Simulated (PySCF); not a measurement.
| atom | x (Å) | y (Å) | z (Å) |
| --- | --- | --- | --- |
| Be | 0.0000 | 0.0000 | 0.2697 |
| H | 0.0000 | 0.0000 | -1.0786 |

Basis set: cc-pVTZ on H; cc-pCVTZ on Be (spherical functions). All electrons are correlated. Charge -1, multiplicity 1.

Starred EOM-CCSD(T)(a) on the restricted Hartree–Fock determinant with PySCF 2.14.0; the energies are vertical.

**Question.** The solver was asked for the few lowest roots only. Give the ionization energies of singlet BeH(-) among them whose weight of singles is over 0.7.

**Answer.**

```json
{"root": "1", "energy (eV)": "0.26", "weight of singles": "0.93"}
```

Higher main lines weren't sought. Caution: no diffuse functions for an anion.
